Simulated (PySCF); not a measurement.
PySCF input (BP86/6-31G* (5d)):

```python
from pyscf import gto, dft

mol = gto.M(
    atom='''
    C    -0.00552043    0.00459894   -1.17388509
    C     0.00131904   -0.00109886    0.28048569
    N     0.00672398   -0.00560159    1.42981145
    H    -0.00547550    1.02956237   -1.54542667
    H     0.87817519   -0.50722791   -1.55560292
    H    -0.89455918   -0.50412383   -1.54725412
    ''',
    basis='6-31g*',
    charge=0,
    spin=0,
    verbose=4,
)

mf = dft.RKS(mol, xc='bp86')
mf.grids.level = 3
mf.conv_tol = 1e-9
mf.max_cycle = 100
mf.max_memory = 1500
mf.kernel()
if not mf.converged:
    mf = mf.newton()
    mf.kernel(mf.make_rdm1())
mf.dip_moment()
```

From the last part of the output:

```
grids dens level: 3
symmetrized grids: False
atomic radii adjust function: <function treutler_atomic_radii_adjust>
small_rho_cutoff = 0
Set gradient conv threshold to 3.16228e-05
Initial guess from minao.
tot grids = 71568
init E= -132.915811489145
  HOMO = -0.366462772442957  LUMO = -0.0508766149471183  gap/eV = 8.58754
cycle= 1 E= -132.694832926134  delta_E= 0.221  |g|= 0.441  |ddm|= 2.52
  HOMO = -0.18167852714446  LUMO = 0.0562667625884783  gap/eV = 6.47482
cycle= 2 E= -132.445136874469  delta_E= 0.25  |g|=  1.1  |ddm|= 1.51
  HOMO = -0.273279757978597  LUMO = 0.0223307645738238  gap/eV = 8.04397
cycle= 3 E= -132.73083015656  delta_E= -0.286  |g|= 0.243  |ddm|= 1.11
  HOMO = -0.289606102494683  LUMO = 0.00515753491072304  gap/eV = 8.02093
cycle= 4 E= -132.745228600793  delta_E= -0.0144  |g|= 0.0245  |ddm|= 0.204
  HOMO = -0.292099210897256  LUMO = 0.00336160841263706  gap/eV = 8.03990
cycle= 5 E= -132.745346081116  delta_E= -0.000117  |g|= 0.0108  |ddm|= 0.0287
  HOMO = -0.290275074036762  LUMO = 0.00474201457144152  gap/eV = 8.02782
cycle= 6 E= -132.745376410039  delta_E= -3.03e-05  |g|= 0.00115  |ddm|= 0.0119
  HOMO = -0.290383720933806  LUMO = 0.00463425838340097  gap/eV = 8.02785
cycle= 7 E= -132.74537679564  delta_E= -3.86e-07  |g|= 0.000219  |ddm|= 0.00167
  HOMO = -0.290369845069984  LUMO = 0.00464876715200189  gap/eV = 8.02787
cycle= 8 E= -132.74537680816  delta_E= -1.25e-08  |g|= 1.82e-05  |ddm|= 0.000298
  HOMO = -0.290370703696557  LUMO = 0.00464658345239915  gap/eV = 8.02783
cycle= 9 E= -132.745376808236  delta_E= -7.56e-11  |g|= 1.88e-06  |ddm|= 2.53e-05
  HOMO = -0.290370844325946  LUMO = 0.00464659663676831  gap/eV = 8.02783
Extra cycle  E= -132.745376808228  delta_E= 8.3e-12  |g|= 6.52e-06  |ddm|= 6.39e-06
converged SCF energy = -132.745376808228
Dipole moment(X, Y, Z, Debye): -0.01767,  0.01473, -3.75781
```

The geometry given is a B3LYP-D3(BJ)/def2-TZVP minimum.
